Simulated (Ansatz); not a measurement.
# AlH₂ (quartet): wave-function methods side by side, aug-cc-pVTZ

How much of the correlation energy of AlH₂ (quartet) does each wave-function method recover here?

Program: Ansatz 0.2.0, Gaussian basis. Level of theory: aug-cc-pVTZ, core rule «outside noble gas», up to 5 orbitals frozen. These are calculated values, not measurements.

To be run: UHF; CCSD(T) on ROHF; CCSD(T) on UHF; BCCD(T) on ROHF; CCSDT(Q) on ROHF; CCSDT(Q) on UHF; CASSCF and NEVPT2, 5 electrons in 6 orbitals.

24 further runs of the same task are left out: 5 for a known fault of the program, 7 that didn't finish, 12 set aside as unsound or not needed.

**1. The system**

The geometry is a PBE0/def2-TZVP stationary point (not a proven minimum) of the parent state, kept for this charge and spin.

3 atoms, charge 0, spin multiplicity 4.

Atoms are counted from 1 here; the program's logs count them from 0.

Bond lengths: Al1–H2 1.722 Å, Al1–H3 1.722 Å. Angles: H2–Al1–H3 63.0°.

As a file:

```
Al    0.0000    0.0000   -0.1021
H     0.0000    0.8996    1.3665
H     0.0000   -0.8996    1.3665
```

**2. UHF**

Contents of in.yaml:

```yaml
crystal:
  periodic: [false, false, false]
  atoms:
    - {symbol: Al, position_ang: [0.000000, 0.000000, -0.102095]}
    - {symbol: H, position_ang: [0.000000, 0.899579, 1.366496]}
    - {symbol: H, position_ang: [0.000000, -0.899579, 1.366496]}
basis:
  gaussian: {orbitals: aug-cc-pVTZ}
magnetization: {spin_polarized: true, initial_magnetization: 3}
hamiltonian: {xc: hf}
output: {orbitals: {seedname: orbitals}}
```

The run is started by

```bash
> ansatz run in.yaml --threads 1 --pin off --events-out ev --progress --plain --max-ram 2393MiB
```

Further steps of the session: CCSD(T) on ROHF; CCSD(T) on UHF; BCCD(T) on ROHF; CCSDT(Q) on ROHF; CCSDT(Q) on UHF; CASSCF and NEVPT2, 5 electrons in 6 orbitals.

Before running them: what should the planned runs give, taken together? Wanted: UCCSDT(Q) below the RHF energy; RMP2 from UCCSDT(Q); UMP2 from UCCSDT(Q); RCCSD from UCCSDT(Q); RCCSD(T) from UCCSDT(Q); UCCSD(T) from UCCSDT(Q); RCCSDT(Q) from UCCSDT(Q); NEVPT2 valence from UCCSDT(Q); T1 diagnostic.

As calculated:

| quantity | value |
| --- | --- |
| UCCSDT(Q) below the RHF energy | -2.2911 eV |
| RMP2 from UCCSDT(Q) | +12.96 kcal/mol |
| UMP2 from UCCSDT(Q) | +13.88 kcal/mol |
| RCCSD from UCCSDT(Q) | +2.31 kcal/mol |
| RCCSD(T) from UCCSDT(Q) | +0.60 kcal/mol |
| UCCSD(T) from UCCSDT(Q) | +0.57 kcal/mol |
| RCCSDT(Q) from UCCSDT(Q) | +0.04 kcal/mol |
| NEVPT2 valence from UCCSDT(Q) | +10.14 kcal/mol |
| levels within 1 kcal/mol (43 meV) | RCCSD(T), UCCSD(T), BCCD(T), RCCSDT, UCCSDT, RCCSDT(Q) |
| T1 diagnostic | 0.030 |
| effectively unpaired electrons | 3.01 |

In words: RCCSD(T) lands +0.60 kcal/mol from the yardstick (1.1 % of the correlation energy). One determinant dominates. These misses are within one basis, not against nature; the frozen cores of restricted and unrestricted runs differ, which can shift their rows.
